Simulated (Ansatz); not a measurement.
Run this with Ansatz 0.2.0 through its Python package and show what comes out.

Script `ch3o.py`:
```python
# -*- coding: utf-8 -*-
import ansatz as az
import numpy as np

BASIS = '6-31G*'
FUNCTIONAL = 'hf'
N_STEPS = 30
TEMPERATURE_K = 800

geometry_ang = [
    ('C', [0.00383, 0.03014, -0.0268]),
    ('O', [0.98901, -0.81084, -0.233]),
    ('H', [-0.97637, -0.5006, -0.06471]),
    ('H', [-0.02025, 0.89941, -0.7071]),
    ('H', [0.00378, 0.38189, 1.03162]),
]
geometry = az.Crystal.molecule()
for symbol, xyz in geometry_ang:
    geometry = geometry.atom(symbol, xyz)

base = (
    geometry.calculation()
    .basis(gaussian=BASIS)
    .functional(FUNCTIONAL)
    .spin('collinear', total=1)
)
symbols = [site.symbol for site in geometry.cartesian_sites]
start = np.array([site.position_ang for site in geometry.cartesian_sites], dtype=float)
r = base.relax(force_tolerance=0.02).run(threads=1).report
end = np.array(r['positions_ang'])
minimum = az.Crystal.molecule()
for symbol, place in zip(symbols, end):
    minimum = minimum.atom(symbol, place.tolist())

base = (
    minimum.calculation()
    .basis(gaussian=BASIS)
    .functional(FUNCTIONAL)
    .spin('collinear', total=1)
    .md('nvt_nose_hoover', timestep=0.5, steps=N_STEPS, temperature=TEMPERATURE_K, initial_velocities='maxwell_boltzmann', seed=3, thermostat_time=10)
)
frames = []
out = base.session().plan().execute(on_event=lambda e: frames.append(e['data']) if e['event'] == 'md_step' else None)
print('t (fs)   E_pot (eV)      E_kin (eV)   T (K)   d(0-1) (A)')
for f in frames[::2]:
    xyz = np.array(f['positions_ang'])
    print(f'{f["time_fs"]:6.2f} {f["lagrangian_ev"]:14.5f} {f["e_kin_ev"]:10.5f} {f["temperature_k"]:8.1f} {np.linalg.norm(xyz[0] - xyz[1]):9.4f}')
kept = np.array([f['conserved_ev'] for f in frames])
print(f'conserved energy moves by at most {1000 * np.ptp(kept):.3f} meV')
```

```console
$ python ch3o.py
t (fs)   E_pot (eV)      E_kin (eV)   T (K)   d(0-1) (A)
  0.00    -3113.54719    0.31022    800.0    1.3825
  1.00    -3113.46360    0.22913    590.9    1.3896
  2.00    -3113.32024    0.08920    230.0    1.3967
  3.00    -3113.26683    0.03734     96.3    1.4034
  4.00    -3113.33832    0.11006    283.8    1.4095
  5.00    -3113.45084    0.22948    591.8    1.4149
  6.00    -3113.47360    0.26638    686.9    1.4191
  7.00    -3113.33690    0.14672    378.4    1.4217
  8.00    -3113.21062    0.03141     81.0    1.4219
  9.00    -3113.33477    0.16003    412.7    1.4192
 10.00    -3113.51414    0.36633    944.7    1.4139
 11.00    -3113.46796    0.36680    945.9    1.4067
 12.00    -3113.26554    0.20131    519.1    1.3981
 13.00    -3113.13157    0.08466    218.3    1.3885
 14.00    -3113.16743    0.13151    339.1    1.3782
 15.00    -3113.30402    0.29261    754.6    1.3678
conserved energy moves by at most 8.447 meV
```

What to keep in mind:
- Total energies depend on the basis set; only differences at equal settings carry meaning.
- The trajectory is only some femtoseconds long, so its temperature is not equilibrated; where the script doesn't relax first, it starts from a rough generated geometry.
- The run takes the species as open-shell (spin multiplicity 2), which needn't be its ground state.
- The temperature counts the internal degrees of freedom alone.
- It ran for 14 s on 1 thread of Arm Neoverse V1 (shared host), peak memory 0.16 GiB.
